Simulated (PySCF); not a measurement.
Compound: NH₃.
SMILES: `N`

The calculation used PBE0-D3(BJ)/def2-SVP geometry optimisation, gas phase in PySCF 2.14.0.

Take the most abundant isotopes and a rigid rotor. 

What are A, B and C (MHz)?

Ia = 1.73, Ib = 1.73, Ic = 2.65 u·Å²; 505379 MHz·u·Å²/I gives A = 291800, B = 291761, C = 190805 MHz.

What kind of rotor is it?

An oblate symmetric top, as the point group C3v requires two equal moments; the computed ones differ by 0.01 % because the geometry is symmetric only within the optimiser's tolerance: κ = (2 × 291761 − 291800 − 190805)/(291800 − 190805) = 1.00.

Is it planar, by Δ = Ic − Ia − Ib?

Not planar: Δ = Ic − Ia − Ib = -0.82 u·Å². For a rigid frame Δ = −2 Σ m c², so Σ m c² = 0.41 u·Å² lies off the ab plane: 0.34 from hydrogen and 0.07 from heavier atoms. The atom farthest from that plane is 0.33 Å away.

Where do the R-branch lines fall?

The dipole of 1.79 D lies along the symmetry axis, so ΔK = 0 and J+1 ← J falls at 2B(J+1) for every K: 583.56 GHz, 1167.12 GHz, 1750.68 GHz, 2334.24 GHz, 2917.80 GHz for J = 0 to 4. Inversion tunnelling, which a rigid rotor lacks, splits the real lines of ammonia.

Whether it is a minimum is left open (no frequencies). No vibrational averaging or centrifugal distortion is included, and the geometry carries the error of its method.

On Arm Neoverse V1, one thread (shared host), this took 1.5 s and 0.24 GiB of memory at its peak. These figures are those of the optimisation.
